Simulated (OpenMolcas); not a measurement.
# How methods differ on PH2 (SMILES [PH2])

PH2 has 3 atoms, charge 0, and is taken as a doublet. As SMILES, `[PH2]`. The coordinates come from a PBE0-D4/def2-TZVP relaxation.

```xyz
3

P     0.5257   -0.3094    0.2582
H     0.1146    1.0515    0.1767
H    -0.6404   -0.7421   -0.4350
```

Each level gives the energy change with the P1–H2 bond stretched from 1.424 to 2.136 Å (eV). The values are calculated.

```csv
level,kind,program,value (eV),less FCI/3-21G,CPU time (all runs)
UHF/3-21G,Hartree–Fock,OpenMolcas,1.45,+0.14,3.6 s
USVWN5/3-21G,LDA,OpenMolcas,1.50,+0.19,6.4 s
UPBE/3-21G,GGA,OpenMolcas,1.50,+0.19,7.3 s
UB3LYP/3-21G,global hybrid,OpenMolcas,1.62,+0.31,8.5 s
"MC-PDFT[tPBE](7,6)/3-21G",multireference,OpenMolcas,1.51,+0.20,5.1 s
"SC-NEVPT2(7,6)/3-21G",multireference,OpenMolcas,1.29,-0.02,4.6 s
ROCCSD(T)/3-21G,coupled cluster or CI,OpenMolcas,1.31,0.00,5.2 s
FCI/3-21G,exact in the basis,OpenMolcas,1.31,0.00,7.8 s
```

FCI/3-21G is exact within its basis and frozen core, so for wave-function methods in that basis the difference is their error; functionals converge differently with the basis, so for them it is only a difference. The first shape isn't each level's own minimum. The values span 1.29 to 1.62 eV. Spin contamination of the reference (⟨S²⟩ at least 0.1 too high) touches UHF/3-21G. All rows use very small basis sets, so even the best lies far from the true value. Times are those of the runs behind each value, whatever else they computed, on shared processors of several kinds: orders of magnitude only.
